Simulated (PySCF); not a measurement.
## TDDFT excited states: C3H9PS

Species: C₃H₉PS.
SMILES: `CP(C)(C)=S`

Theory: TDDFT CAM-B3LYP/def2-SVPD, vertical, gas phase, core orbitals frozen in the response (PySCF). Geometry: PBE0-D3(BJ)/def2-SVP; no solvent, vibrations or thermal averaging.

Task: Predict the UV-vis stick spectrum at this level.

Result: 

```csv
state,λ (nm),E (eV),f,|μ| (D),symmetry,"main configurations (H = HOMO, L = LUMO)"
S1,208.7,5.94,0.070,1.76,E,H-1/H→L (≥84%)
S2,208.7,5.94,0.070,1.76,E,H-1/H→L (≥85%)
S3,202.3,6.13,0.0001,0.06,–,H-1/H→L+3 (≥80%)
S4,202.2,6.13,0.0001,0.07,–,H-1/H→L+3 (≥80%)
S5,188.0,6.60,0.0000,0.01,–,"H-1/H→L+5 (≥20%), H-1/H→L+6 (≥19%), H-1/H→L+1/L+2 (≥16%)"
```

The lowest singlet level (S1/S2) comes at 209 nm (573 kJ/mol) in the ultraviolet; it is of moderate strength. The lowest level is also the most intense of those listed (f = 0.140 summed). S1/S2 and S3/S4 lie within about 0.01 eV of each other in each set; the point group C3v has degenerate representations, and within a degenerate level the listed configurations can mix freely. Löwdin shares by element: HOMO (one of a set within 0.03 eV) sulfur 76%, phosphorus 14%, carbon 5% or more; LUMO carbon 40%, sulfur 10% (atoms not listed hold the other 50%). Weighted by f, the mean energy of these states is 5.94 eV. Of the 5 states listed, 2 reach f = 0.01 and 3 stay under 0.0005. Orbital energies (eV): HOMO-3 -11.72, HOMO-2 -10.77, HOMO-1 -7.57, HOMO -7.56, LUMO 0.86, LUMO+1 1.94, LUMO+2 1.94. Symmetry labels in C3v follow from the direction of the transition dipole and are given only for states with f of 0.002 or more. Orbitals of the list HOMO-3 to LUMO+2 that lie within 0.01 eV of each other are written together with a slash and their weights summed (≥ marks a lower bound); for degenerate orbitals outside that list single weights are arbitrary. Singlets were solved by full linear response. The highest level found (6.70 eV, f 0.0085 so far) is left out, since the window may have cut off a degenerate partner.

Hardware: Arm Neoverse V2, one thread (shared host). Cost: 30 s (with the writing of density and orbital grids).
